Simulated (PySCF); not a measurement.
PF2PH2, F₂H₂P₂.
Z-matrix (Å and degrees, PBE0-D3(BJ)/def2-SVP geometry), rows numbered from 1:
```
F 
P   1  1.6144
F   2  1.6143  1   99.01
P   2  2.2378  1   96.18  3    97.07
H   4  1.4319  2   91.10  1   175.19
H   4  1.4315  2   91.21  1    82.75
```

Method used: PBE0-D3(BJ)/def2-SVP geometry optimisation, gas phase in PySCF 2.14.0.

Masses are those of the commonest isotopes; rigid-rotor values at the optimised geometry. The values belong to one conformer with, in the numbering `[F:1][P:2]([F:3])[PH2:4]`, F1–P2–P4–H 175° and 83°.

Task: Give the principal moments of inertia and the rotational constants in cm⁻¹.

Result: Ia = 76.16, Ib = 151.01, Ic = 193.69 u·Å²; 505379 MHz·u·Å²/I gives 6636, 3347 and 2609 MHz, that is A = 0.22136, B = 0.11163, C = 0.08704 cm⁻¹.

Task: What kind of rotor is it?

Result: An asymmetric top; Ray's κ = -0.634.

Task: What does the inertial defect say?

Result: Not planar: Δ = Ic − Ia − Ib = -33.48 u·Å². For a rigid frame Δ = −2 Σ m c², so Σ m c² = 16.74 u·Å² lies off the ab plane: 1.18 from hydrogen and 15.56 from heavier atoms. The atom farthest from that plane is 0.79 Å away.

Task: Give the other two planar moments, Paa and Pbb, and the rms extents of the mass along the axes.

Result: Paa = Σ m a² = (Ib + Ic − Ia)/2 = 134.27 and Pbb = Σ m b² = (Ia + Ic − Ib)/2 = 59.42 u·Å². With the mass M = 101.96 u, the rms extents √(P/M) along a, b and c are 1.15, 0.76, 0.41 Å.

Task: Where do the levels up to J = 2 lie, in K?

Result: Above 0(0,0), as E/k:
J = 1: 1(0,1) 0.286, 1(1,1) 0.444, 1(1,0) 0.479
J = 2: 2(0,2) 0.852, 2(1,2) 0.980, 2(1,1) 1.086, 2(2,1) 1.560, 2(2,0) 1.565

Task: Predict some low-J microwave lines.

Result: The dipole components are |μa| = 1.24 D, |μb| = 0.00 D, |μc| = 1.70 D; the mirror of this Cs structure is the ac plane, so μb vanishes by symmetry (the 0.02 D computed is a residue) and there are no b-type lines. The squared components, which scale the intensities, stand as 0.54 : 1.00 (a : c). Some lines, for components of 0.1 D or more:

| type | branch | J(Ka,Kc) | MHz | lower level (cm⁻¹) |
| --- | --- | --- | --- | --- |
| c | Q | 4(1,4) ← 4(0,4) | 1234 | 1.936 |
| a | Q | 4(2,2) ← 4(2,3) | 1520 | 2.472 |
| a | Q | 2(1,1) ← 2(1,2) | 2212 | 0.681 |
| c | Q | 2(1,2) ← 2(0,2) | 2663 | 0.592 |
| a | R | 1(0,1) ← 0(0,0) | 5956 | 0.000 |
| c | Q | 3(2,2) ← 3(1,2) | 8837 | 1.385 |
| c | Q | 2(2,1) ← 2(1,1) | 9868 | 0.755 |
| c | R | 1(1,0) ← 0(0,0) | 9983 | 0.000 |
| a | R | 3(0,3) ← 2(0,2) | 17441 | 0.592 |
| c | Q | 3(3,1) ← 3(2,1) | 17818 | 1.698 |
| a | R | 3(1,2) ← 2(1,1) | 18899 | 0.755 |
| a | R | 4(3,2) ← 3(3,1) | 24017 | 2.292 |
| a | R | 4(3,1) ← 3(3,0) | 24079 | 2.293 |
| a | R | 4(2,2) ← 3(2,1) | 24719 | 1.698 |
| a | R | 4(1,3) ← 3(1,2) | 25043 | 1.385 |
| c | R | 3(2,1) ← 2(1,1) | 28274 | 0.755 |
| c | R | 4(1,3) ← 3(0,3) | 31376 | 1.174 |
| c | R | 4(2,2) ← 3(1,2) | 34094 | 1.385 |
| c | R | 3(3,0) ← 2(2,0) | 36123 | 1.088 |
| c | R | 4(2,3) ← 3(1,3) | 36988 | 1.238 |
| c | R | 4(3,1) ← 3(2,1) | 41907 | 1.698 |
| c | R | 4(4,1) ← 3(3,1) | 49452 | 2.292 |

Task: Estimate the classical rotational partition function at 25 K, 100 K and 500 K.

Result: Point group Cs, symmetry number σ = 1; q = (√π/σ)·√((kT/h)³/(ABC)), k/h = 20836.6 MHz/K: 2770 at 25 K, 22100 at 100 K, 248000 at 500 K.

PBE0-D3(BJ)/def2-SVP frequencies: not computed here. Zero-point vibration and centrifugal distortion are left out.
